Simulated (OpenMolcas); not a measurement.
## CF2 (SMILES F[C]F): the energy, rung by rung

CF2: 3 atoms, total charge 0, spin state singlet. As SMILES, `F[C]F`. The coordinates come from a GFN2-xTB relaxation.

| atom | x (Å) | y (Å) | z (Å) |
| --- | --- | --- | --- |
| F | 0.3969 | 1.0328 | 0.3328 |
| C | 0.3268 | -0.2722 | 0.1497 |
| F | -0.7238 | -0.7606 | -0.4825 |

Each level gives the energy change with the C2–F3 bond stretched from 1.320 to 1.980 Å (eV). The values are calculated.

```tsv
level	kind	program	value (eV)	CPU time (all runs)
SVWN5/STO-3G (restricted)	LDA	OpenMolcas	3.08	5.5 s
B3LYP/STO-3G (restricted)	global hybrid	OpenMolcas	3.18	5.8 s
M06-2X/STO-3G (restricted)	hybrid meta-GGA	OpenMolcas	3.91	6.6 s
B2PLYP/STO-3G (restricted)	double hybrid	OpenMolcas	3.37	5.8 s
CASPT2(2,2)/STO-3G	multireference	OpenMolcas	?	2.6 s
CASSCF(2,2)/STO-3G	multireference	OpenMolcas	2.05	2.8 s
SC-NEVPT2(2,2)/STO-3G	multireference	OpenMolcas	?	2.6 s
CISD/STO-3G (restricted)	coupled cluster or CI	OpenMolcas	2.98	2.9 s
FCI/STO-3G	exact in the basis	OpenMolcas	2.56	21 s
```

Problem. Estimate what the levels marked ? give.

Solution. As computed at these levels: CASPT2(2,2)/STO-3G: 2.64 eV; SC-NEVPT2(2,2)/STO-3G: 2.57 eV. The first shape isn't each level's own minimum. The values span 2.05 to 3.91 eV. All rows use very small basis sets, so even the best lies far from the true value. Times are those of the runs behind each value, whatever else they computed, on shared processors of several kinds: orders of magnitude only.
